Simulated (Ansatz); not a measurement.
The input, for Ansatz 0.2.0:

```yaml
crystal:
  periodic: [false, false, false]
  atoms:
    - {symbol: Cu, position_ang: [-0.000424, 0.017327, 0.383562]}
    - {symbol: O, position_ang: [-0.001257, -0.120751, -1.408457]}
    - {symbol: H, position_ang: [0.046707, 0.824336, -1.824897]}
basis:
  gaussian: {orbitals: def2-SVP}
magnetization: {spin_polarized: true, initial_magnetization: 0}
hamiltonian: {xc: {name: B3LYP}}
```

```sh
$ ansatz run in.yaml --threads 1 --pin off --events-out ev --progress --plain --max-ram 2393MiB
```

Log:

```
526 factors; integrals over basis functions are off by at most 1.7e-3 eV
mean field evaluation 1: about -46687.7856 eV, gradient 4.9e1 eV
mean field evaluation 2: about -46609.9845 eV, gradient 1.3e2 eV
mean field evaluation 4: about -46694.5757 eV, gradient 2.3e1 eV
mean field evaluation 8: about -46696.3653 eV, gradient 2.9e-1 eV
mean field evaluation 16: about -46696.3657 eV, gradient 3.1e-5 eV
mean field -46696.36573746 eV, -1716.0597889180 hartree, gradient 3.0e-5 eV, S^2 0.000000; 2 other end points of the search recorded, 0 dependent functions left out
reference -46696.36595215 eV, -1716.0597968080 hartree; 19, 19 occupied and 31, 31 virtual orbitals, 526 factors
Total energy: -46696.36595215 eV, -1716.0597968080 hartree
```

Ran on 1 thread of Arm Neoverse V2, shared host: 2.4 s wall, 0.12 GiB peak host memory.
